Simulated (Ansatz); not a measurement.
# C6H4F2: taking an electron away

One table from this session's results is given with a row withheld; the runs are named, their logs left out.

Computed with Ansatz 0.2.0, Gaussian basis. Level: unrestricted cation, the program's frozen cores in correlated methods.

Plan: UKS PBE-D4/def2-TZVPP; UKS r2SCAN-D4/def2-TZVPP; UKS PBE0-D4/def2-TZVPP; UKS B3LYP-D4/def2-TZVPP; UKS wB97X-V/def2-TZVPP; UKS wB97M-V/def2-TZVPP; UKS B2PLYP/def2-TZVPP; UHF-CCSD(T)/def2-TZVPP; UHF-MP2/def2-QZVPP; extrapolation to the limit; then −ε(HOMO) from the neutral's earlier runs with LDA (SPW92), PBE-D4, revPBE-D4, BLYP-D4, r2SCAN-D4, B97M-V, PBE0-D4, B3LYP-D4, r2SCANh-D4, r2SCAN0-D4, HSE06-D4, BHLYP-D4, CAM-B3LYP-D4, LC-ωPBE, ωB97X-V, ωB97M-V.

### Structure used throughout

All runs share one geometry, relaxed beforehand with PBE0-D4 in a triple-zeta def2 set.

12 atoms, charge 0, spin multiplicity 1.

Atoms are counted from 1 here; the program's logs count them from 0.

Bond lengths: F1–C2 1.339 Å, C2–C3 1.381 Å, C2–C8 1.381 Å, C3–C4 1.386 Å, C3–H9 1.083 Å, C4–C5 1.381 Å, C4–H10 1.083 Å, C5–F6 1.339 Å, C5–C7 1.381 Å, C7–C8 1.386 Å, C7–H11 1.083 Å, C8–H12 1.083 Å. Angles: F1–C2–C3 119.0°, F1–C2–C8 119.0°, C3–C2–C8 122.1°, C2–C3–C4 119.0°, C2–C3–H9 119.7°, C4–C3–H9 121.3°, C3–C4–C5 119.0°, C3–C4–H10 121.3°, C5–C4–H10 119.7°, C4–C5–F6 119.0°, C4–C5–C7 122.1°, F6–C5–C7 119.0°, C5–C7–C8 119.0°, C5–C7–H11 119.7°, C8–C7–H11 121.3°, C2–C8–C7 119.0°, C2–C8–H12 119.7°, C7–C8–H12 121.3°.

The first run:

Input file in.yaml:

```yaml
crystal:
  periodic: [false, false, false]
  atoms:
    - {symbol: F, position_ang: [0.824608, -1.511637, 2.090420]}
    - {symbol: C, position_ang: [0.418971, -0.764507, 1.055472]}
    - {symbol: C, position_ang: [0.729702, 0.581193, 1.039322]}
    - {symbol: C, position_ang: [0.309820, 1.354570, -0.031998]}
    - {symbol: C, position_ang: [-0.406150, 0.755289, -1.049825]}
    - {symbol: F, position_ang: [-0.811780, 1.502417, -2.084778]}
    - {symbol: C, position_ang: [-0.716886, -0.590408, -1.033670]}
    - {symbol: C, position_ang: [-0.297005, -1.363787, 0.037650]}
    - {symbol: H, position_ang: [1.293038, 1.011922, 1.857371]}
    - {symbol: H, position_ang: [0.532469, 2.412816, -0.083221]}
    - {symbol: H, position_ang: [-1.280227, -1.021134, -1.851718]}
    - {symbol: H, position_ang: [-0.519660, -2.422031, 0.088874]}
basis:
  gaussian: {orbitals: def2-TZVPP}
total_charge: 1
magnetization: {spin_polarized: true, initial_magnetization: 1}
hamiltonian: {xc: pbe, dispersion: d4}
```

Launch:

```sh
ansatz run in.yaml --threads 2 --pin off --events-out ev --progress --plain --max-ram 22528MiB --backend cuda --devices 0, --max-vram 18GiB
```

Among the steps run: Cation, UKS PBE-D4/def2-TZVPP; Cation, UKS r2SCAN-D4/def2-TZVPP; Cation, UKS PBE0-D4/def2-TZVPP; Cation, UKS B3LYP-D4/def2-TZVPP; Cation, UKS wB97X-V/def2-TZVPP; Cation, UKS wB97M-V/def2-TZVPP; Cation, UKS B2PLYP (frozen core)/def2-TZVPP; Cation, UHF-CCSD(T)/def2-TZVPP; Cation, UHF-MP2/def2-QZVPP.

One table of the session follows, with a row left open; its other results are not shown here.

For comparison, −ε(HOMO) of the neutral from earlier runs:

| functional | −ε(HOMO) (eV) |
| --- | --- |
| LDA (SPW92) | 6.25 |
| PBE-D4 | ? |
| revPBE-D4 | 5.94 |
| BLYP-D4 | 5.87 |
| r2SCAN-D4 | 6.22 |
| B97M-V | 6.23 |
| PBE0-D4 | 7.14 |
| B3LYP-D4 | 6.94 |
| r2SCANh-D4 | 6.65 |
| r2SCAN0-D4 | 7.28 |
| HSE06-D4 | 6.75 |
| BHLYP-D4 | 8.09 |
| CAM-B3LYP-D4 | 8.40 |
| LC-ωPBE | 9.64 |
| ωB97X-V | 9.30 |
| ωB97M-V | 9.23 |

Q: Estimate the row for PBE-D4 from the others.

As computed: −ε(HOMO) (eV): 6.02. In the column «−ε(HOMO) (eV)» it lies between revPBE-D4 (5.94) and r2SCAN-D4 (6.22).
